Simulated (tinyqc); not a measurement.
Inside a calculation. Method: UHF in the sto-3g basis, for BH2, spin multiplicity 2. One step of it, computed by the program tinyqc.

Problem. Iteration 1: building the Fock matrix. J_ij = sum D_kl (ij|kl) with D = D(alpha) + D(beta), K_ij = sum D_kl (ik|jl) for each spin; F = H + J - K(s); E = tr D H + tr D J / 2 - 0.5 sum_s tr D(s) K(s) + E_nn.

D(alpha) at the start, lower triangle:
```
            1B 1s      1B 2s    1B 2px     1B 2py    1B 2pz     2H 1s     3H 1s
1B 1s    1.240103
1B 2s   -0.300263   1.120165
1B 2px   0.000000   0.000000  0.183088
1B 2py   0.000000   0.000000  0.000000   0.150548
1B 2pz   0.013106  -0.041212  0.000000   0.000000  0.170803
2H 1s   -0.024842   0.087897  0.000000   0.025800  0.011975  0.532067
3H 1s   -0.024842   0.087897  0.000000  -0.025800  0.011975  0.014886  0.532067
```

D(beta) at the start, lower triangle:
```
            1B 1s      1B 2s    1B 2px     1B 2py    1B 2pz     2H 1s     3H 1s
1B 1s    0.930078
1B 2s   -0.225197   0.840124
1B 2px   0.000000   0.000000  0.137316
1B 2py   0.000000   0.000000  0.000000   0.112911
1B 2pz   0.009830  -0.030909  0.000000   0.000000  0.128102
2H 1s   -0.018632   0.065923  0.000000   0.019350  0.008981  0.399050
3H 1s   -0.018632   0.065923  0.000000  -0.019350  0.008981  0.011165  0.399050
```

core Hamiltonian H = T + V (hartree), lower triangle:
```
             1B 1s      1B 2s     1B 2px     1B 2py     1B 2pz      2H 1s      3H 1s
1B 1s   -13.260653
1B 2s    -3.440381  -4.309617
1B 2px    0.000000   0.000000  -3.426207
1B 2py    0.000000   0.000000   0.000000  -3.620295
1B 2pz   -0.021578  -0.180735   0.000000   0.000000  -3.498225
2H 1s    -0.993701  -2.051633   0.000000  -1.516871  -0.966130  -3.046520
3H 1s    -0.993701  -2.051633   0.000000   1.516871  -0.966130  -0.566683  -3.046520
```

Two-electron integrals (ij|kl) in chemists' order, unique and non-zero (hartree):
```
(11|11) 2.923513    (21|11) 0.518376    (21|21) 0.109262    (22|11) 0.744229
(22|21) 0.193177    (22|22) 0.544804    (31|31) 0.020264    (32|31) 0.029996
(32|32) 0.120346    (33|11) 0.742491    (33|21) 0.193240    (33|22) 0.544682
(33|33) 0.586773    (41|41) 0.020264    (42|41) 0.029996    (42|42) 0.120346
(43|43) 0.031630    (44|11) 0.742491    (44|21) 0.193240    (44|22) 0.544682
(44|33) 0.523513    (44|44) 0.586773    (51|51) 0.020264    (52|51) 0.029996
(52|52) 0.120346    (53|53) 0.031630    (54|54) 0.031630    (55|11) 0.742491
(55|21) 0.193240    (55|22) 0.544682    (55|33) 0.523513    (55|44) 0.523513
(55|55) 0.586773    (61|11) 0.148191    (61|21) 0.031090    (61|22) 0.055018
(61|33) 0.054746    (61|41) 0.001966    (61|42) 0.003567    (61|44) 0.055363
(61|51) 0.001197    (61|52) 0.002173    (61|54) 0.000376    (61|55) 0.054975
(61|61) 0.009137    (62|11) 0.313568    (62|21) 0.082409    (62|22) 0.250624
(62|33) 0.243913    (62|41) 0.007762    (62|42) 0.044535    (62|44) 0.258437
(62|51) 0.004728    (62|52) 0.027128    (62|54) 0.008847    (62|55) 0.249302
(62|61) 0.024952    (62|62) 0.150762    (63|31) 0.008827    (63|32) 0.039657
(63|43) 0.008648    (63|53) 0.005268    (63|63) 0.018078    (64|11) 0.237197
(64|21) 0.063234    (64|22) 0.202977    (64|33) 0.192131    (64|41) 0.014049
(64|42) 0.073038    (64|44) 0.220391    (64|51) 0.003181    (64|52) 0.020334
(64|54) 0.011946    (64|55) 0.196200    (64|61) 0.020228    (64|62) 0.143536
(64|64) 0.151946    (65|11) 0.144488    (65|21) 0.038519    (65|22) 0.123643
(65|33) 0.117036    (65|41) 0.003181    (65|42) 0.020334    (65|44) 0.123715
(65|51) 0.010764    (65|52) 0.052043    (65|54) 0.012716    (65|55) 0.130050
(65|61) 0.012322    (65|62) 0.087435    (65|64) 0.081546    (65|65) 0.067751
(66|11) 0.460087    (66|21) 0.123227    (66|22) 0.419900    (66|33) 0.394722
(66|41) 0.015306    (66|42) 0.112276    (66|44) 0.449520    (66|51) 0.009323
(66|52) 0.068392    (66|54) 0.033380    (66|55) 0.415055    (66|61) 0.038264
(66|62) 0.310360    (66|64) 0.323155    (66|65) 0.196849    (66|66) 0.774606
(71|11) 0.148191    (71|21) 0.031090    (71|22) 0.055018    (71|33) 0.054746
(71|41) -0.001966   (71|42) -0.003567   (71|44) 0.055363    (71|51) 0.001197
(71|52) 0.002173    (71|54) -0.000376   (71|55) 0.054975    (71|61) 0.008721
(71|62) 0.022859    (71|64) 0.016565    (71|65) 0.011292    (71|66) 0.033877
(71|71) 0.009137    (72|11) 0.313568    (72|21) 0.082409    (72|22) 0.250624
(72|33) 0.243913    (72|41) -0.007762   (72|42) -0.044535   (72|44) 0.258437
(72|51) 0.004728    (72|52) 0.027128    (72|54) -0.008847   (72|55) 0.249302
(72|61) 0.022859    (72|62) 0.105571    (72|64) 0.072848    (72|65) 0.059720
(72|66) 0.170279    (72|71) 0.024952    (72|72) 0.150762    (73|31) 0.008827
(73|32) 0.039657    (73|43) -0.008648   (73|53) 0.005268    (73|63) 0.011711
(73|73) 0.018078    (74|11) -0.237197   (74|21) -0.063234   (74|22) -0.202977
(74|33) -0.192131   (74|41) 0.014049    (74|42) 0.073038    (74|44) -0.220391
(74|51) -0.003181   (74|52) -0.020334   (74|54) 0.011946    (74|55) -0.196200
(74|61) -0.016565   (74|62) -0.072848   (74|64) -0.040019   (74|65) -0.040364
(74|66) -0.108329   (74|71) -0.020228   (74|72) -0.143536   (74|74) 0.151946
(75|11) 0.144488    (75|21) 0.038519    (75|22) 0.123643    (75|33) 0.117036
(75|41) -0.003181   (75|42) -0.020334   (75|44) 0.123715    (75|51) 0.010764
(75|52) 0.052043    (75|54) -0.012716   (75|55) 0.130050    (75|61) 0.011292
(75|62) 0.059720    (75|64) 0.040364    (75|65) 0.044731    (75|66) 0.101541
(75|71) 0.012322    (75|72) 0.087435    (75|74) -0.081546   (75|75) 0.067751
(76|11) 0.080391    (76|21) 0.021121    (76|22) 0.064937    (76|33) 0.063049
(76|44) 0.065230    (76|51) 0.002036    (76|52) 0.011776    (76|55) 0.066476
(76|61) 0.006184    (76|62) 0.034185    (76|64) 0.028188    (76|65) 0.021592
(76|66) 0.064454    (76|71) 0.006184    (76|72) 0.034185    (76|74) -0.028188
(76|75) 0.021592    (76|76) 0.009500    (77|11) 0.460087    (77|21) 0.123227
(77|22) 0.419900    (77|33) 0.394722    (77|41) -0.015306   (77|42) -0.112276
(77|44) 0.449520    (77|51) 0.009323    (77|52) 0.068392    (77|54) -0.033380
(77|55) 0.415055    (77|61) 0.033877    (77|62) 0.170279    (77|64) 0.108329
(77|65) 0.101541    (77|66) 0.273810    (77|71) 0.038264    (77|72) 0.310360
(77|74) -0.323155   (77|75) 0.196849    (77|76) 0.064454    (77|77) 0.774606
```

nuclear repulsion = 4.97287452 hartree

Give: Coulomb J; exchange K(alpha); exchange K(beta); F(alpha); F(beta); total energy of this density.

Solution.

Coulomb J (hartree), lower triangle:
```
         1B 1s   1B 2s  1B 2px   1B 2py  1B 2pz   2H 1s   3H 1s
1B 1s   8.9972
1B 2s   1.8499  3.9379
1B 2px  0.0000  0.0000  3.8818
1B 2py  0.0000  0.0000  0.0000   3.9949
1B 2pz  0.0182  0.1363  0.0000   0.0000  3.9236
2H 1s   0.5300  1.8520  0.0000   1.5107  0.9553  3.2242
3H 1s   0.5300  1.8520  0.0000  -1.5107  0.9553  0.4826  3.2242
```

exchange K(alpha) (hartree), lower triangle:
```
         1B 1s   1B 2s  1B 2px   1B 2py  1B 2pz   2H 1s   3H 1s
1B 1s   3.4532
1B 2s   0.6531  0.9399
1B 2px  0.0000  0.0000  0.2933
1B 2py  0.0000  0.0000  0.0000   0.4496
1B 2pz  0.0159  0.1034  0.0000   0.0000  0.3509
2H 1s   0.2065  0.5537  0.0000   0.2718  0.1894  0.6940
3H 1s   0.2065  0.5537  0.0000  -0.2718  0.1894  0.2200  0.6940
```

exchange K(beta) (hartree), lower triangle:
```
         1B 1s   1B 2s  1B 2px   1B 2py  1B 2pz   2H 1s   3H 1s
1B 1s   2.5899
1B 2s   0.4898  0.7049
1B 2px  0.0000  0.0000  0.2200
1B 2py  0.0000  0.0000  0.0000   0.3372
1B 2pz  0.0119  0.0776  0.0000   0.0000  0.2632
2H 1s   0.1548  0.4153  0.0000   0.2039  0.1421  0.5205
3H 1s   0.1548  0.4153  0.0000  -0.2039  0.1421  0.1650  0.5205
```

F(alpha) (hartree), lower triangle:
```
          1B 1s    1B 2s  1B 2px   1B 2py   1B 2pz    2H 1s    3H 1s
1B 1s   -7.7167
1B 2s   -2.2436  -1.3116
1B 2px   0.0000   0.0000  0.1623
1B 2py   0.0000   0.0000  0.0000  -0.0750
1B 2pz  -0.0192  -0.1478  0.0000   0.0000   0.0745
2H 1s   -0.6701  -0.7533  0.0000  -0.2780  -0.2002  -0.5163
3H 1s   -0.6701  -0.7533  0.0000   0.2780  -0.2002  -0.3041  -0.5163
```

F(beta) (hartree), lower triangle:
```
          1B 1s    1B 2s  1B 2px   1B 2py   1B 2pz    2H 1s    3H 1s
1B 1s   -6.8533
1B 2s   -2.0803  -1.0766
1B 2px   0.0000   0.0000  0.2356
1B 2py   0.0000   0.0000  0.0000   0.0374
1B 2pz  -0.0153  -0.1220  0.0000   0.0000   0.1622
2H 1s   -0.6185  -0.6149  0.0000  -0.2100  -0.1529  -0.3428
3H 1s   -0.6185  -0.6149  0.0000   0.2100  -0.1529  -0.2491  -0.3428
```

total energy of this density = -25.510910 hartree

This density is the starting one; it is not idempotent, so its energy is not variational and may lie below the converged one.
